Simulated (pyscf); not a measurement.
Four-centre exchange: H₂P–GaH₂ + hydrogen (H₂) -> H₂P–GaH₂ + hydrogen (H₂)

Gas phase, singlet surface, charge 0. Bonds broken: Ga2–H7, H5–H8. Bonds formed: Ga2–H5, H7–H8. Optimised with ωB97X-D3(BJ)/def2-SVP in PySCF.

Transition state (Å):

```xyz
8

P     -2.1042    -0.9513     0.4021
Ga    -0.6533     0.7368    -0.1845
H     -1.3716    -1.9484    -0.3033
H     -2.9943    -0.6971    -0.6816
H      0.9662     0.1644     0.1764
H     -0.6194     2.2735    -0.0027
H      0.0905     0.4061    -1.7361
H      0.7818     0.1945    -0.9014
```

One imaginary mode, 1523i cm⁻¹; descent along it reached the two sides named.

```json
[
 {"bond": "Ga2–H7", "change": "breaks", "reactant side (Å)": "1.567", "saddle": "1.752", "product side": "2.475"},
 {"bond": "H5–H8", "change": "breaks", "reactant side (Å)": "0.764", "saddle": "1.094", "product side": "2.9"},
 {"bond": "Ga2–H5", "change": "forms", "reactant side (Å)": "2.487", "saddle": "1.755", "product side": "1.567"},
 {"bond": "H7–H8", "change": "forms", "reactant side (Å)": "2.7", "saddle": "1.104", "product side": "0.764"}
]
```

Electronic energies relative to the separated reactants (kJ/mol):

| level | barrier | reaction energy | reverse barrier |
|---|---|---|---|
| ωB97X-D3(BJ)/def2-TZVP | 120.0 | 0.0 | 120.0 |
| PBE/def2-TZVP | 96.3 | 0.0 | 96.3 |
| r²SCAN/def2-TZVP | 99.2 | 0.0 | 99.2 |
| B3LYP-D3(BJ)/def2-TZVP | 117.5 | 0.0 | 117.5 |
| PBE0-D3(BJ)/def2-TZVP | 102.0 | 0.0 | 102.0 |
| M06-2X/def2-TZVP | 123.6 | 0.0 | 123.6 |
| ωB97M-D3(BJ)/def2-TZVP | 119.8 | 0.0 | 119.8 |
| HF/def2-TZVP | 176.9 | 0.0 | 176.9 |

With ωB97M-D3(BJ)/def2-TZVP energies and thermal terms (ideal gas, 1 atm, RRHO with modes under 100 cm⁻¹ raised to 100, one conformer, R ln 2 for chiral ones without a mode under 150 cm⁻¹), in kJ/mol:

```tsv
T (K)	ΔH‡	ΔG‡	ΔH	ΔG
298	123.2	158.4	0.0	0.0
600	118.8	196.1	0.0	0.0
900	117.8	235.0	0.0	0.0
1200	118.4	274.0	0.0	0.0
```

At the saddle there is also a short Ga–H contact that neither side keeps. This is the saddle that the search found; another between the same sides may lie lower. Elements up to Kr have no core potential and no relativistic terms here.
